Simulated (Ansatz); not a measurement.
The input, for Ansatz 0.2.0:

```yaml
crystal:
  periodic: [false, false, false]
  atoms:
    - {symbol: Al, position_ang: [-0.017308, 0.000742, -0.131135]}
    - {symbol: H, position_ang: [0.491281, 0.002397, 1.987405]}
    - {symbol: H, position_ang: [-1.583989, -0.026622, 1.907777]}
    - {symbol: H, position_ang: [0.775860, 1.383905, -0.187164]}
    - {symbol: H, position_ang: [0.780171, -1.379534, -0.197657]}
basis:
  gaussian: {orbitals: 6-31G}
magnetization: {spin_polarized: true, initial_magnetization: 1}
correlation: {method: mp2, electrons: outside_noble_gas}
accuracy: high
```

```sh
$ ansatz run in.yaml --threads 1 --pin off --events-out ev --progress --plain --max-ram 2393MiB
```

Log:

```
481 factors; integrals over basis functions are off by at most 2.3e-9 eV
mean field evaluation 1: about -6638.3381 eV, gradient 5.9e0 eV
mean field evaluation 2: about -6638.3407 eV, gradient 5.9e0 eV
mean field evaluation 4: about -6639.0430 eV, gradient 1.5e0 eV
mean field evaluation 8: about -6639.3700 eV, gradient 2.1e-1 eV
mean field evaluation 16: about -6639.3750 eV, gradient 4.6e-7 eV
mean field evaluation 32: about -6639.4471 eV, gradient 2.3e-8 eV
mean field -6639.44710779 eV, -243.9951808325 hartree, gradient 2.5e-8 eV, S^2 1.413305; 8 other end points of the search recorded, 0 dependent functions left out
5 core orbitals not correlated: weight in the atoms' cores, before any rotation towards them, 1.000 or more for the frozen orbitals, at most 0.000 for the correlated occupied ones
reference -6639.44710779 eV, -243.9951808325 hartree; 4, 3 occupied and 12, 13 virtual orbitals, 481 factors
second order -0.96995342 eV of doubles, -0.00000000 eV of singles
Total energy: -6640.41706121 eV, -244.0308259631 hartree
```

Ran on 1 thread of Arm Neoverse V1, shared host: 0.3 s wall, 0.16 GiB peak host memory.
